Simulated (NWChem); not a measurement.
A calculation on ethylamine (C₂H₇N)

SMILES: CCN
```xyz
10

C      1.1899     0.4470     0.0113
C      0.0408    -0.5497    -0.1004
N     -1.2484     0.1290     0.0017
H      2.1650    -0.0508    -0.1121
H      1.0940     1.2331    -0.7539
H      1.1922     0.9402     0.9989
H      0.1907    -1.3575     0.6509
H      0.0857    -1.0440    -1.0869
H     -2.0130    -0.5374    -0.1092
H     -1.3597     0.5299     0.9348
```
Charge 0, spin multiplicity 1.

Everything below was run with NWChem. All single points use one geometry, from B3LYP/def2-SVP, a minimum by its harmonic frequencies. It is one conformer; others weren't searched.

Symmetry labels belong to the abelian group C1 used in the runs, with the axes of the coordinates shown.

The Pople sets run with spherical d functions.

Task: List the lowest 4 singlet excitations that TD-PBE/6-31+G* (spherical d) gives, with oscillator strengths.

Result: 
```csv
state,symmetry,energy (eV),wavelength (nm),f
1,a,5.12,242,0.010
2,a,5.88,211,0.008
3,a,5.95,208,0.030
4,a,6.35,195,0.063
```
